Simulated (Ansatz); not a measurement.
**triplet SiN2H6 at 6 levels**

We compute a comparison of 6 runs (UHF/STO-3G, U-r2SCAN/6-311+G**, U-wB97X/6-311+G**, UBHLYP/6-311+G**, UMP2/6-311+G**, UCCSD(T)/6-311+G**) of triplet SiN2H6. 

Program for the calculation: Ansatz 0.2.0.

38 further runs of the same task are left out: 38 set aside as unsound or not needed.

**1. The system as given**

SiN2H6: 9 atoms, total charge 0, spin state triplet. SMILES of the parent species: `NN[SiH3]`. The coordinates come from a PBE0-D4/def2-TZVP relaxation. This is one conformer, not always the lowest. That shape belongs to the parent species and isn't relaxed for this state.

Bond lengths: N1–N2 1.407 Å, N2–Si3 1.714 Å, N1–H4 1.014 Å, N1–H5 1.013 Å, N2–H6 1.005 Å, Si3–H7 1.494 Å, Si3–H8 1.491 Å, Si3–H9 1.486 Å. Some angles: N1–N2–Si3 123.5°, N1–N2–H6 112.1°, Si3–N2–H6 123.5°, N2–N1–H4 110.8°, N2–N1–H5 110.1°, N2–Si3–H7 112.3°, N2–Si3–H8 110.9°, N2–Si3–H9 107.1°, H4–N1–H5 108.5°, H7–Si3–H8 106.4°.

**2. A single-point energy at UHF/STO-3G (run 1)**

Contents of job.yaml:

```yaml
basis:
  gaussian:
    orbitals: STO-3G
crystal:
  periodic: [false, false, false]
  atoms:
    - {symbol: "N", position_ang: [-0.558800, 0.925000, -1.203100]}
    - {symbol: N, position_ang: [-0.285500, 0.708200, 0.159700]}
    - {symbol: Si, position_ang: [0.408400, -0.736600, 0.767500]}
    - {symbol: H, position_ang: [0.267900, 0.761300, -1.767500]}
    - {symbol: H, position_ang: [-1.290500, 0.297600, -1.515600]}
    - {symbol: H, position_ang: [-0.377500, 1.549300, 0.701800]}
    - {symbol: H, position_ang: [1.729200, -1.040000, 0.139600]}
    - {symbol: H, position_ang: [-0.469800, -1.907300, 0.484500]}
    - {symbol: H, position_ang: [0.576500, -0.557300, 2.233000]}
magnetization:
  spin_polarized: true
  initial_magnetization: 2
hamiltonian:
  xc: hf
accuracy: high
output: {orbitals: {seedname: orbitals}}
```

Started as:

```
$ ansatz run job.yaml --threads 1 --pin off --max-ram 3480MiB --events-out events.jsonl --progress --plain --runs-dir runs
```

Output:

```text
Warning: RAYON_NUM_THREADS=1 ignored (pool sized by the plan → 1); use --threads N
Functional definition: HF
  name "HF"
  exchange = exact_x
  correlation = 0
482 factors; integrals over basis functions are off by at most 1.6e-8 eV
mean field evaluation 1: about -10779.2561 eV, gradient 1.1e1 eV
mean field evaluation 2: about -10779.4913 eV, gradient 1.1e1 eV
mean field evaluation 4: about -10781.0386 eV, gradient 1.7e0 eV
mean field evaluation 8: about -10781.1818 eV, gradient 2.0e-1 eV
mean field evaluation 16: about -10781.1850 eV, gradient 2.2e-8 eV
mean field evaluation 32: about -10780.3054 eV, gradient 4.4e0 eV
mean field evaluation 64: about -10777.4646 eV, gradient 6.8e0 eV
mean field -10781.18501135 eV, -396.2012414176 hartree, gradient 3.2e-8 eV, S^2 2.003086; 1 other end points of the search recorded, 0 dependent functions left out
reference -10781.18501135 eV, -396.2012414176 hartree; 18, 16 occupied and 7, 9 virtual orbitals, 482 factors
Total energy: -10781.18501135 eV, -396.2012414176 hartree
```

Wall time 0.28 s (1 thread of Arm Neoverse V2, shared host).

**3. A single-point energy at U-r2SCAN/6-311+G(d,p) (run 2)**

Contents of input.yaml:

```yaml
crystal:
  periodic: [false, false, false]
  atoms:
    - {symbol: N, position_ang: [-0.558800, 0.925000, -1.203100]}
    - {symbol: N, position_ang: [-0.285500, 0.708200, 0.159700]}
    - {symbol: Si, position_ang: [0.408400, -0.736600, 0.767500]}
    - {symbol: H, position_ang: [0.267900, 0.761300, -1.767500]}
    - {symbol: H, position_ang: [-1.290500, 0.297600, -1.515600]}
    - {symbol: H, position_ang: [-0.377500, 1.549300, 0.701800]}
    - {symbol: H, position_ang: [1.729200, -1.040000, 0.139600]}
    - {symbol: H, position_ang: [-0.469800, -1.907300, 0.484500]}
    - {symbol: H, position_ang: [0.576500, -0.557300, 2.233000]}
basis:
  gaussian:
    orbitals: 6-311+G_st__st_-spherical.json
magnetization:
  spin_polarized: true
  initial_magnetization: 2
hamiltonian:
  xc: {name: r2SCAN}
accuracy: high
output: {orbitals: {seedname: orbitals}}
```

The basis set 6-311+G** is read from a file made from the Basis Set Exchange's data (not shown).

Started as:

```
$ ansatz run input.yaml --threads 1 --pin off --max-ram 3480MiB --events-out events.jsonl --progress --plain --runs-dir runs
```

Output:

```text
Warning: RAYON_NUM_THREADS=1 ignored (pool sized by the plan → 1); use --threads N
Functional definition: r2SCAN
  name "r2SCAN"
  parameter k0 = 0.174
  parameter k1 = 0.065
  parameter a1 = 4.9479
  exchange = r2scan_x(k0 = k0, k1 = k1, a1 = a1)
  correlation = r2scan_c
2142 factors; integrals over basis functions are off by at most 4.4e-9 eV
mean field evaluation 1: about -10932.7822 eV, gradient 5.7e1 eV
mean field evaluation 2: about -10836.5583 eV, gradient 1.3e2 eV
mean field evaluation 4: about -10938.1603 eV, gradient 4.1e1 eV
mean field evaluation 8: about -10947.9056 eV, gradient 8.6e-1 eV
mean field evaluation 16: about -10947.9085 eV, gradient 4.1e-3 eV
mean field evaluation 32: about -10947.9085 eV, gradient 1.0e-7 eV
mean field evaluation 64: about -10947.2346 eV, gradient 2.0e0 eV
mean field -10947.90853538 eV, -402.3282179164 hartree, gradient 6.1e-8 eV, S^2 2.007636; 8 other end points of the search recorded, 0 dependent functions left out
reference -10947.90854714 eV, -402.3282183486 hartree; 18, 16 occupied and 92, 94 virtual orbitals, 2142 factors
Total energy: -10947.90854714 eV, -402.3282183486 hartree
```

Wall time 41 s (1 thread of Arm Neoverse V2, shared host); peak memory 0.53 GiB.

Runs 3 to 5 aren't shown in full; the table further down has their settings and results.

**4. A single-point energy at UCCSD(T)/6-311+G(d,p) (run 6)**

Contents of molecule.yaml:

```yaml
crystal:
  periodic: [false, false, false]
  atoms:
    - symbol: N
      position_ang: [-0.558800, 0.925000, -1.203100]
    - symbol: "N"
      position_ang: [-0.285500, 0.708200, 0.159700]
    - symbol: Si
      position_ang: [0.408400, -0.736600, 0.767500]
    - symbol: H
      position_ang: [0.267900, 0.761300, -1.767500]
    - symbol: H
      position_ang: [-1.290500, 0.297600, -1.515600]
    - symbol: H
      position_ang: [-0.377500, 1.549300, 0.701800]
    - symbol: H
      position_ang: [1.729200, -1.040000, 0.139600]
    - symbol: H
      position_ang: [-0.469800, -1.907300, 0.484500]
    - symbol: H
      position_ang: [0.576500, -0.557300, 2.233000]
basis:
  gaussian: {orbitals: 6-311+G_st__st_-spherical.json}
magnetization: {spin_polarized: true, initial_magnetization: 2}
correlation: {method: ccsd_t, frozen_orbitals: {H: 0, "N": 1, Si: 5}}
scf: {omitted_lower_state_checks: [cluster_reference, increment]}
accuracy: high
```

The basis set 6-311+G** is read from a file made from the Basis Set Exchange's data (not shown).

Started as:

```
$ ansatz run molecule.yaml --threads 1 --pin off --max-ram 3480MiB --events-out events.jsonl --progress --plain --runs-dir runs
```

Output, shortened:

```text
Warning: RAYON_NUM_THREADS=1 ignored (pool sized by the plan → 1); use --threads N
Functional definition: HF
  name "HF"
[...]
2142 factors; integrals over basis functions are off by at most 4.4e-9 eV
[...]
mean field -10915.70132335 eV, -401.1446247051 hartree, gradient 2.6e-8 eV, S^2 2.013386; 9 other end points of the search recorded, 0 dependent functions left out
7 core orbitals not correlated: weight in the atoms' cores, before any rotation towards them, 1.000 or more for the frozen orbitals, at most 0.000 for the correlated occupied ones
reference -10915.70132335 eV, -401.1446247051 hartree; 11, 9 occupied and 92, 94 virtual orbitals, 2142 factors
second order -12.13766245 eV of doubles, -0.00000000 eV of singles
cycle   1  -12.90640106 eV  change   -7.7e-1 eV  update   1.0e-1
[...]
cycle  34  -13.46651509 eV  change    1.8e-9 eV  update   2.1e-9
perturbative correction -0.44335637 eV, -0.0162930459 hartree
Total energy: -10929.61119481 eV, -401.6558030525 hartree
Checks for a lower state left out: cluster_reference, increment
```

Wall time 2.4 min (1 thread of Arm Neoverse V2, shared host); peak memory 1.9 GiB.

**5. Overview of the runs**

```csv
run,level,frozen core orbitals,energy (Eh),⟨S²⟩,wall time
1,UHF/STO-3G,–,-396.201241,2.003,0.28 s
2,U-r2SCAN/6-311+G**,–,-402.328218,2.008,41 s
3,U-wB97X/6-311+G**,–,-402.364080,2.007,2.1 min
4,UBHLYP/6-311+G**,–,-402.343825,2.007,25 s
5,UMP2/6-311+G**,7,-401.590676,2.013,11 s
6,UCCSD(T)/6-311+G**,7,-401.655803,2.013,2.4 min
```

**6. Outcome**

| quantity | value |
| --- | --- |
| run 6: total energy | -401.65580 Eh |
| run 6: correlation energy (7 core orbitals frozen) | -511.2 mEh |
| run 6: (T) correction | -16.29 mEh |
| run 6: ⟨S²⟩ of the reference determinant | 2.013 |
| run 6: T1 diagnostic | 0.032 |

In words: Totals of different functionals can't be ranked against each other. In run 1 the basis is minimal, so the values are rough. All runs together took 5.8 min, the longest 2.4 min.
